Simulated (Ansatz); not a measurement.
Ansatz (an electronic-structure program) input (MP2/def2-TZVPP): A basis named .json is the Basis Set Exchange file of that set (core-valence sets with the plain set on hydrogen).

Ansatz 0.2 input:
```yaml
crystal:
  periodic: [false, false, false]
  atoms:
    - {symbol: C, position_ang: [0.03744685, 0.00324337, 0.50825858]}
    - {symbol: F, position_ang: [-0.03836255, 1.09650981, -0.24435931]}
    - {symbol: F, position_ang: [-0.08494317, -1.09763667, -0.22692580]}
    - {symbol: H, position_ang: [0.88507040, -0.00931849, 1.19201449]}
basis:
  gaussian:
    orbitals: def2-TZVPP
    fitting: {mean_field: def2-universal-jkfit, correlation: cc-pVDZ-RIFIT.json}
magnetization: {spin_polarized: true, initial_magnetization: 1}
correlation: {method: mp2, electrons: outside_noble_gas}
```

Output:

```
Functional definition: HF
integrals: 0.02 GiB planned
247 factors; integrals over basis functions are off by at most 1.6e0 eV
182 factors; integrals over basis functions are off by at most 1.2e0 eV
mean field: 0.16 GiB planned
mean field evaluation 1: about -6457.4044 eV, gradient 2.0e1 eV
mean field evaluation 2: about -6458.7774 eV, gradient 1.2e1 eV
mean field evaluation 4: about -6459.2575 eV, gradient 9.3e-1 eV
mean field evaluation 8: about -6459.2730 eV, gradient 1.6e-6 eV
mean field -6459.27295595 eV, -237.3739028789 hartree, gradient 1.6e-6 eV, S^2 0.756115; 0 other end points of the search recorded, 0 dependent functions left out
3 core orbitals not correlated
reference -6459.27295595 eV, -237.3739028789 hartree; 10, 9 occupied and 94, 95 virtual orbitals, 182 factors
second order -17.37472135 eV of doubles, -0.00000000 eV of singles
Total energy: -6476.64767730 eV, -238.0124121115 hartree
```
